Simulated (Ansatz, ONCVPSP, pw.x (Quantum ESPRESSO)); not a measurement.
**carbon: does the ONCV potential hold in the solid?**

| Quantity | Value |
| --- | --- |
| Element | carbon |
| Generator | ONCVPSP 4.0.1.1 (patched build) |
| Type | optimised norm-conserving Vanderbilt (ONCV) |
| Functional | PBEsol |
| Relativity | scalar-relativistic |
| Frozen core | [He] |
| Valence charge | 4 |
| Reference configuration | 2s1.5 2p2.5 |
| Partial waves | 2s: rc 0.95 bohr, ncon 4, nbas 8, qcut 8.4 1/bohr, 1 projector; 2p: rc 2.15 bohr, ncon 4, nbas 8, qcut 6 1/bohr, 2 projectors, debl 0.9 Ha |
| Local potential | polynomial inside 0.75 bohr (lpopt 5, dvloc0 0 Ha) |
| Core correction | Teter function, fcfact 5.25, rcfact 1.2 |

Crystal test: bcc C in pw.x 7.5, no spin, 18³ k-points, Fermi–Dirac smearing 0.01 Ry, cutoffs 65/260 Ry. The reference is all-electron LAPW (Ansatz 0.2.0) with the same functional, mesh and smearing; V0 and B0 come from Birch–Murnaghan fits to the pressures at five volumes. Errors are pseudo minus all-electron; Δ is the rms difference of the E(V) curves that follow from these fits, minima aligned, over ±6 % about the mean V0. Mesh and smearing are coarse, so the numbers serve the comparison and aren't converged zero-temperature values; the lattice is a test structure that the element need not adopt.

All-electron: a0 = 2.344 Å (V0 = 6.44 Å³/atom), B0 = 211.3 GPa.

**Question.** How far does the potential miss the all-electron equation of state?

**Answer.** mean pressure error (GPa): -1.90; a0 (Å): 2.338; a0 error (%): -0.26; B0 error (%): -2.5; Δ (meV/atom): 2.4. The largest radius (2.15 bohr) exceeds half the bond length (1.91 bohr), so the spheres overlap, which is one possible source of error among others.

```
V (Å³/atom)  P all-electron (GPa)  P pseudo (GPa)
      5.998                 17.37           14.77
      6.156                 10.47            8.27
      6.314                  4.37            2.52
      6.472                 -1.02           -2.56
      6.630                 -5.76           -7.05
```

**Question.** At the middle volume, how do free energy and pressure move when the wave cutoff is lowered (ecutrho kept at four times it)?

**Answer.**

```tsv
cutoff (Ry)	shift of F (meV/atom)	shift of P (GPa)
29	+315.6	-22.35
39	+68.8	-7.65
52	+5.6	-1.11
```

Input at the middle volume:

```
&control
  calculation='scf', prefix='x', pseudo_dir='./', outdir='./tmp', tstress=.true., disk_io='none'
/
&system
  ibrav=0, nat=1, ntyp=1, ecutwfc=65, ecutrho=260, nbnd=9,
  occupations='smearing', smearing='fd', degauss=0.01
/
&electrons
  conv_thr=1e-09, mixing_beta=0.4, electron_maxstep=70
/
ATOMIC_SPECIES
C 1.0 C.UPF
CELL_PARAMETERS angstrom
  -1.16434459 1.16434459 1.16434459
  1.16434459 -1.16434459 1.16434459
  1.16434459 1.16434459 -1.16434459
ATOMIC_POSITIONS crystal
C 0.0000 0.0000 0.0000
K_POINTS automatic
18 18 18 0 0 0
```

```bash
pw.x < C.scf.in > C.scf.out
```

Lines of the output:

```
Message from routine setup:
     using ibrav=0 with symmetry is DISCOURAGED, use correct ibrav instead
     lattice parameter (alat)  =       3.8110  a.u.
     unit-cell volume          =      42.6090 (a.u.)^3
     number of electrons       =         4.00
     number of Kohn-Sham states=            9
     kinetic-energy cutoff     =      65.0000  Ry
     charge density cutoff     =     260.0000  Ry
     scf convergence threshold =      1.0E-09
     Exchange-correlation= PBESOL
     number of k points=   195  Fermi-Dirac smearing, width (Ry)=  0.0100
     iteration #  1     ecut=    65.00 Ry     beta= 0.40
     total energy              =     -11.34519792 Ry
     estimated scf accuracy    <       0.00093435 Ry
     iteration #  2     ecut=    65.00 Ry     beta= 0.40
     total energy              =     -11.34525402 Ry
     estimated scf accuracy    <       0.00032886 Ry
     iteration #  3     ecut=    65.00 Ry     beta= 0.40
     total energy              =     -11.34526120 Ry
     estimated scf accuracy    <       0.00000254 Ry
     iteration #  4     ecut=    65.00 Ry     beta= 0.40
     total energy              =     -11.34526136 Ry
     estimated scf accuracy    <          8.0E-09 Ry
     iteration #  5     ecut=    65.00 Ry     beta= 0.40
     the Fermi energy is    12.6894 ev
!    total energy              =     -11.34526136 Ry
     estimated scf accuracy    <          5.2E-10 Ry
     smearing contrib. (-TS)   =      -0.00153288 Ry
     The total energy is F=E-TS. E is the sum of the following terms:
     one-electron contribution =       5.27866235 Ry
     hartree contribution      =       0.26242246 Ry
     xc contribution           =      -3.65299567 Ry
     ewald contribution        =     -13.23181761 Ry
     convergence has been achieved in   5 iterations
          total   stress  (Ry/bohr**3)                   (kbar)     P=       25.21
     Message from routine punch:
     Nothing written, as per user request (disk_io='none')
```

The run at the middle volume (195 k-points, 5 iterations) took about 3.7 s on one core of a shared host (Neoverse-V1, 32 threads, 247 GiB, load 17).
